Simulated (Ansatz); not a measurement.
# C3H4F2O: ranking of conformers

The task is a ranking of conformers, for C3H4F2O.

All numbers are computed with Ansatz 0.2.0, driven from Python. Level of theory: PBE/def2-SVP.

### 1 The structure

The script builds its own geometries from the SMILES F/C=C/OCF.

The script holds or builds the structure itself.

### 2 Script

conformers_c3h4f2o.py reads:

```python
# -*- coding: utf-8 -*-
"""Conformer energies of C3H4F2O."""

import ansatz as az
from rdkit import Chem
from rdkit.Chem import AllChem

rd = Chem.AddHs(Chem.MolFromSmiles("F/C=C/OCF"))
ids = list(AllChem.EmbedMultipleConfs(rd, numConfs=20, randomSeed=637, pruneRmsThresh=0.4))
field = [energy for _, energy in AllChem.MMFFOptimizeMoleculeConfs(rd)]
distinct = {round(e, 2): i for i, e in zip(ids, field)}
chosen = sorted(distinct.items())[:5]
found = []
for force_field, index in chosen:
    system = az.Crystal.molecule()
    for atom, xyz in zip(rd.GetAtoms(), rd.GetConformer(index).GetPositions()):
        system = system.atom(atom.GetSymbol(), xyz.round(5).tolist())
    setup = system.calculation()
    setup = setup.basis(gaussian="def2-SVP")
    setup = setup.functional("pbe")
    found.append(setup.run(threads=1).report["free_energy_ev"])
print("conformer   MMFF (kcal/mol)   this level (kJ/mol)")
for (force_field, index), e in zip(chosen, found):
    print(f"{index:9d} {force_field - chosen[0][0]:17.2f} {96.485332 * (e - min(found)):17.3f}")
```

### 3 What the engine is handed

The package turns the script's settings into the engine's input (first run):

```yaml
crystal:
  periodic: [false, false, false]
  atoms:
    - { symbol: F, position_ang: [2.46982, -0.53498, -1.21653] }
    - { symbol: C, position_ang: [1.24357, -0.44176, -0.66949] }
    - { symbol: C, position_ang: [0.82551, 0.69834, -0.11681] }
    - { symbol: O, position_ang: [-0.36962, 0.98552, 0.48122] }
    - { symbol: C, position_ang: [-1.3288, -0.06196, 0.53894] }
    - { symbol: F, position_ang: [-2.42416, 0.4422, 1.16665] }
    - { symbol: H, position_ang: [0.71639, -1.3787, -0.75711] }
    - { symbol: H, position_ang: [1.46132, 1.57672, -0.09427] }
    - { symbol: H, position_ang: [-0.96147, -0.90602, 1.13074] }
    - { symbol: H, position_ang: [-1.63257, -0.37935, -0.46334] }
basis:
  gaussian:
    orbitals: def2-SVP
hamiltonian:
  xc: pbe
```

### 4 The run

Run with:

```sh
$ python conformers_c3h4f2o.py
```

Without the output at hand: what should come out? Wanted: lowest; next above it by.

**Answer**, as computed:

```
        quantity     value
   runs compared         2
          lowest     run 1
next above it by  0.063 eV
```

The structures are force-field minima, not relaxed at this level. Of those tried, run 1 is lowest; run 2 lies 0.063 eV above it. The conformers keep their force-field geometries.
